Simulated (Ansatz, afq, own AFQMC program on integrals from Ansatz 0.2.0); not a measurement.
Atomization energy of AlNH$_{2}$, singlet

| atom | x (Å) | y (Å) | z (Å) |
| --- | --- | --- | --- |
| Al | 0.0000 | 0.0000 | 0.6968 |
| N | 0.0000 | 0.0000 | -1.0992 |
| H | 0.0000 | 0.8223 | -1.6887 |
| H | 0.0000 | -0.8223 | -1.6887 |

Connectivity, by distances: Al–NH2.

Atoms in their ground-state spins without spin–orbit coupling (mostly on UHF) minus the molecule (RHF), without zero-point energy. The geometry is a stationary point, not shown to be a minimum.

Basis cc-pVDZ. Only valence electrons are correlated. Integrals, coupled cluster, full CI and functionals: Ansatz 0.2.0; the random walks run on the same integrals in our own AFQMC program. ph-AFQMC/CISD is guided by a CISD state made of CCSD amplitudes; releasing the constraint for a short imaginary time cuts its bias at the price of noise, slowly where states lie close. Free AFQMC starts from the CCSD state and is never constrained. Its projection time is finite, and what remains of the start isn't in its error. Uncertainties: one standard error, sampling alone. The errors of all members are added in quadrature.

No full CI on the walks' own integrals is used here; CCSDT(Q) serves as the reference and is uncertain by about the last step of the cluster series. Each member takes its own surest rung, up to full CI.

The best estimate is CCSD(T) at the basis-set limit (CBS: def2-TZVPP and def2-QZVPP, with their diffuse functions for anions and beside diffuse sets, CCSD(T) itself extrapolated) plus the step from CCSD(T) to CCSDT(Q) in cc-pVDZ. Rows without CBS are in cc-pVDZ, the functionals in def2-TZVP; B2PLYP and the wave-function rows carry a basis error of their own. Core correlation and relativity beyond core potentials are missing, and ± holds the sampling alone.

Best estimate: 1203.2 kJ/mol.

```json
{"level": "HF", "atomization energy (kJ/mol)": "737.5", "error against the best estimate (kJ/mol)": "-465.6"}
{"level": "MP2", "atomization energy (kJ/mol)": "1058.6", "error against the best estimate (kJ/mol)": "-144.6"}
{"level": "CCSD", "atomization energy (kJ/mol)": "1034.9", "error against the best estimate (kJ/mol)": "-168.3"}
{"level": "CCSD(T)", "atomization energy (kJ/mol)": "1048.6", "error against the best estimate (kJ/mol)": "-154.5"}
{"level": "ph-AFQMC/CISD", "atomization energy (kJ/mol)": "1049.1 ± 1.2", "error against the best estimate (kJ/mol)": "-154.1 ± 1.2"}
{"level": "released AFQMC", "atomization energy (kJ/mol)": "1051.6 ± 1.4", "error against the best estimate (kJ/mol)": "-151.6 ± 1.4"}
{"level": "free AFQMC", "atomization energy (kJ/mol)": "1049.2 ± 1.4", "error against the best estimate (kJ/mol)": "-154.0 ± 1.4"}
{"level": "HF/CBS", "atomization energy (kJ/mol)": "791.6", "error against the best estimate (kJ/mol)": "-411.5"}
{"level": "MP2/CBS", "atomization energy (kJ/mol)": "1215.1", "error against the best estimate (kJ/mol)": "11.9"}
{"level": "CCSD(T)/CBS", "atomization energy (kJ/mol)": "1201.4", "error against the best estimate (kJ/mol)": "-1.8"}
{"level": "PBE", "atomization energy (kJ/mol)": "1209.3", "error against the best estimate (kJ/mol)": "6.1"}
{"level": "r2SCAN", "atomization energy (kJ/mol)": "1176.3", "error against the best estimate (kJ/mol)": "-26.9"}
{"level": "PBE0", "atomization energy (kJ/mol)": "1175.7", "error against the best estimate (kJ/mol)": "-27.5"}
{"level": "B3LYP", "atomization energy (kJ/mol)": "1194.3", "error against the best estimate (kJ/mol)": "-8.9"}
{"level": "wB97M-V", "atomization energy (kJ/mol)": "1207.7", "error against the best estimate (kJ/mol)": "4.5"}
{"level": "B2PLYP", "atomization energy (kJ/mol)": "1179.2", "error against the best estimate (kJ/mol)": "-23.9"}
{"level": "surest rungs in cc-pVDZ", "atomization energy (kJ/mol)": "1050.4", "error against the best estimate (kJ/mol)": "-152.7"}
```

Correlation beyond CCSD(T) adds 1.8 kJ/mol. Going to the basis-set limit adds 152.7 kJ/mol at CCSD(T). The perturbative (T) step is worth +13.8 kJ/mol. The functionals spread over 33.6 kJ/mol; wB97M-V and PBE come nearest and PBE0 is 27.5 kJ/mol too low.

Best estimates are given only where the step beyond CCSD(T) is under 0.3 eV and no member's determinant is very poor (T1 over 0.05, or 0.07 for open shells, ⟨S²⟩ too high by 0.3, two states mixed), so the hardest cases are missing from such tables.

The functionals ran in a triple-zeta set and keep a basis error of their own, a few kJ/mol for each bond in atomization energies and more for double hybrids, so close places among them and the extrapolated levels can swap.

Free projections are given only where their last times agree within the noise and don't stop above the reference; a slow remainder of the start can still hide under it. Each member of a difference takes its own highest rung, so a best estimate needn't equal the limit plus the step of one row. A walk keeps the symmetry of its determinant, which the program's search chose and which needn't be the lowest solution, so a lower state of the same spin and another symmetry isn't excluded. Released energies are given only where the last usable release times agree within the noise; a slower fall can still hide under it.
